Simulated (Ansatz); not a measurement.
For SnS (Pnma, No. 62), revPBE (plane waves, PAW; Ansatz, an electronic-structure program) gives:

```
Quantity                Value
---------------  ------------
cohesive energy  3.23 eV/atom
band gap              1.20 eV
```

Question: What does PBE0 in Ansatz (plane waves, PAW) give for the same quantities?

Answer: 
- cohesive energy: 3.44 eV/atom (grows by 0.21 eV/atom)
- band gap: 1.95 eV (rises by 0.75 eV)

For comparison: band gap 1.08 eV (measured, temperature not stated, not corrected to a static lattice, compiled measured gap; kind and temperature not stated; as tabulated in Kothakonda et al. (2022), arXiv:2208.02841).

Changes are worked out from the printed values.

Unless a cell is named, each level is at its own relaxed cell (revPBE 27.43, PBE0 25.42 Å³/atom).

Levels without +SOC leave out spin–orbit coupling, which shifts energies and cells of such heavy elements.

Spin–orbit coupling is included only where a level's name says +SOC; with heavier elements it mostly lowers gaps and can invert bands. Density-functional gaps are differences of (generalised) Kohn–Sham levels.

Caveats: for a layered or molecular solid the relaxed cell lies over 5 % above the published volume, where the minimum can be shallow (revPBE); the cell comes from a level without a dispersion term, which matters for the spacing of layers, chains or molecules (revPBE, PBE0); the relaxation could not lower the start's symmetry, so the cell can be a saddle point above a distorted one (revPBE, PBE0). Ansatz's density-functional and Hartree–Fock values are scalar-relativistic unless marked +SOC, with PAW data made under PBE.
